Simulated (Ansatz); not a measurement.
`CBO` → `[CH2]` (triplet) + `BO` at 500 K and 1 bar (formal loss of a carbene).

Program: Ansatz. Geometries: PBE0-D4/def2-TZVP. ΔE: electronic, gas phase. CCSD(T)/CBS is the MP2 limit (def2-TZVPP, def2-QZVPP) plus CCSD(T) − MP2 in def2-TZVPP, frozen cores. This one scheme is used for every species. Triplets are unrestricted, without spin–orbit coupling. One conformer a species, not always the lowest.

```json
{"species": "`CBO`", "CCSD(T)/CBS energy (Eh)": "-141.08489", "H − E (kJ/mol)": "198.4", "S (J/(mol·K))": "313.3"}
{"species": "`[CH2]` (triplet)", "CCSD(T)/CBS energy (Eh)": "-39.09499", "H − E (kJ/mol)": "62.7", "S (J/(mol·K))": "213.9"}
{"species": "`BO`", "CCSD(T)/CBS energy (Eh)": "-101.80414", "H − E (kJ/mol)": "113.6", "S (J/(mol·K))": "256.0"}
```

H − E and S are ideal-gas, rigid-rotor, harmonic terms from PBE0-D4/def2-TZVP, for one conformer and one mirror image of each species, with the whole ground term of open shells counted as degenerate. 1 Eh = 2625.50 kJ/mol, R = 8.31446 J/(mol·K).

Question: By hand: ΔE, ΔH, ΔS and ΔG.

Answer: ΔE = (-39.09499) + (-101.80414) − (-141.08489) = 0.18576 Eh = 487.7 kJ/mol. Δ(H − E) = 62.7 + 113.6 − 198.4 = -22.1, so ΔH = 465.6 kJ/mol. ΔS = 213.9 + 256.0 − 313.3 = 156.6 J/(mol·K). ΔG = 465.6 − 500 × (156.6)/1000 = 387.3 kJ/mol.

Question: By hand: the equilibrium constant, and the temperature at which ΔG would vanish if ΔH and ΔS stayed fixed.

Answer: log₁₀ K = −ΔG/(RT ln 10) = -40.5. ΔG = 0 at ΔH/ΔS = 2973 K, far beyond where these terms or the molecules hold.

The number of gas molecules changes by +1, which sets the sign of ΔS. A doubt of 5 kJ/mol in ΔE shifts log₁₀ K by 0.5 here. Other conformers and mirror images would add mixing entropy, several J/(mol·K) or more a flexible species. A triplet takes part, so the spin changes. These are equilibria of isolated gas molecules and say nothing of rates. Largest T1 diagnostic: 0.014 (customary marks: 0.02 for closed shells, 0.045 for open ones).
